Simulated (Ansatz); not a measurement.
Cost against result

Saddle point of CH5S, doublet (CH₃ + H₂S → CH₄ + HS; bonds formed: H1–C3; bonds broken: H1–S2), PBE0-D4/def2-TZVP structure:

H1  (0.006, -0.634, -0.068)
S2  (0.499, -1.972, 0.044)
C3  (-0.487, 0.924, -0.156)
H4  (1.603, -1.549, 0.679)
H5  (-1.465, 0.734, -0.579)
H6  (-0.436, 1.185, 0.894)
H7  (0.280, 1.312, -0.814)
(Å)

Barriers are electronic and count from the start structure reached by relaxing down the imaginary mode. Spin–orbit coupling is left out.

Ansatz 0.2.0; basis: as named in each row; cores frozen in the correlated methods; orbitals are unrestricted. B3LYP uses VWN-RPA correlation. Extrapolation: Hartree–Fock as exp(−7.88 √X), correlation as X^−2.97.

Times are rough, for one single point on 2 threads of a shared host (Arm Neoverse V2).

The estimate by CCSD(T) at an estimated basis limit (MP2 extrapolated from triple and quadruple zeta, plus CCSD(T) − MP2 in triple zeta) is 4.17 kcal/mol.

| method | basis | time (s) | barrier (kcal/mol) | method less estimate |
| --- | --- | --- | --- | --- |
| HF | STO-3G | under 1 | 8.79 | 4.61 |
| PBE-D4 | STO-3G | under 1 | -7.05 | -11.23 |
| SPW92 | def2-SVP | under 1 | -5.64 | -9.82 |
| B3LYP-D4 | 6-31G | under 1 | -1.71 | -5.89 |
| PBE-D4 | def2-SVP | under 1 | -1.47 | -5.64 |
| PBE0-D4 | def2-SVP | under 1 | 0.96 | -3.21 |
| SPW92 | def2-TZVPP | 1 | -4.93 | -9.11 |
| CCSD(T) | def2-SVP | 1 | 5.49 | 1.31 |
| BLYP-D4 | def2-TZVPP | 2 | 0.07 | -4.11 |
| PBE-D4 | def2-TZVPP | 2 | -0.85 | -5.02 |
| PBE0-D4 | def2-TZVPP | 2 | 1.44 | -2.73 |
| B3LYP-D4 | def2-TZVPP | 2 | 1.77 | -2.40 |
| BHLYP-D4 | def2-TZVPP | 2 | 4.31 | 0.13 |
| CAM-B3LYP-D4 | def2-TZVPP | 2 | 2.94 | -1.23 |
| PBE-QIDH | def2-TZVPP | 3 | 3.59 | -0.59 |
| B2PLYP | def2-TZVPP | 3 | 3.38 | -0.79 |
| r2SCAN-D4 | def2-TZVPP | 4 | 1.22 | -2.95 |
| RPA on PBE | def2-TZVPP | 4 | 4.64 | 0.47 |
| wB97M-V | def2-SVP | 4 | 3.13 | -1.04 |
| r2SCAN0-D4 | def2-TZVPP | 4 | 2.63 | -1.55 |
| wB97X-V | def2-TZVPP | 6 | 3.15 | -1.02 |
| B97M-V | def2-TZVPP | 7 | 2.58 | -1.59 |
| wB97M-V | def2-TZVPP | 7 | 3.94 | -0.24 |
| MP2 | def2-QZVPP | 10 | 4.67 | 0.49 |
| CCSD(T) | def2-TZVPP | 32 | 4.51 | 0.33 |

All methods are single points on the PBE0-D4 structures; a negative value means that the method puts the saddle structure below the start.

The T1 diagnostic stays at or below 0.014. ⟨S²⟩ of the unrestricted Hartree–Fock references: 0.76 to 0.78 (a pure state has 0.75).
